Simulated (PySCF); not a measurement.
**BH⁻, quartet: stretch scan**

Starting geometry (PBE0/def2-TZVPD stationary point for this spin):

| atom | x (Å) | y (Å) | z (Å) |
| --- | --- | --- | --- |
| B | 0.0000 | 0.0000 | 0.0000 |
| H | 0.0000 | 0.0000 | 1.2058 |

From there H2 moves along the line of the two atoms named below, all else staying in place; atoms are numbered as listed. Energies are in kcal/mol, counted from the starting geometry at the same level. Kohn–Sham curves keep the symmetry of the cluster determinant, unrestricted for open shells and where UHF breaks spin symmetry.

Basis aug-cc-pVDZ; PySCF 2.14.0. Only valence electrons are correlated (noble-gas cores frozen).

In so small a basis the reference is far from its limit while semilocal and hybrid functionals are nearer theirs (RPA and double hybrids share much of the reference's basis error), so the functionals' errors here hold much of the reference's basis and frozen-core error, which can add to them or hide them.

Full CI is exact within this basis and frozen core; it isn't the basis-set limit.

```csv
distance B1-H2 (Å),full CI,PBE,r2SCAN,PBE0,B3LYP,BHLYP,wB97M-V,B2PLYP
0.977,23.2,22.6,21.9,22.0,21.3,20.6,21.1,21.6
1.069,7.5,7.3,6.8,6.8,6.5,6.1,6.4,6.6
1.206,0.0,0.0,0.0,0.0,0.0,0.0,0.0,0.0
1.352,3.1,3.3,3.8,3.9,3.9,4.5,4.1,3.9
1.485,10.4,10.8,11.8,12.0,11.7,12.8,12.4,11.8
1.651,21.3,22.2,23.5,24.0,23.1,24.6,24.5,23.4
1.910,36.6,38.6,40.1,41.0,38.4,39.8,41.3,39.2
2.262,48.9,52.7,53.9,54.6,50.4,50.6,53.1,50.9
2.601,53.6,58.4,60.4,59.5,55.2,54.6,56.5,55.1
3.204,56.1,61.1,64.9,61.8,57.9,56.9,58.0,57.4
4.202,57.2,62.0,66.7,62.6,58.9,57.8,58.4,58.3
```

Problem. Judged by the spread of the error over the points with a reference (largest less smallest), which of these follows full CI best and which worst?

Solution. Subtracting the full CI column from each: best B3LYP (errors from -2.0 to 1.8, spread 3.8 kcal/mol), worst r2SCAN (from -1.3 to 9.5, spread 10.8 kcal/mol). Functionals and wave-function methods converge differently with the basis, so part of this is basis effect.

r2SCAN at 4.202 Å lies 9.5 kcal/mol (17 %) above the reference in this basis. PBE at 4.202 Å lies 4.8 kcal/mol (8 %) above the reference in this basis. PBE0 at 4.202 Å lies 5.5 kcal/mol (10 %) above the reference in this basis.
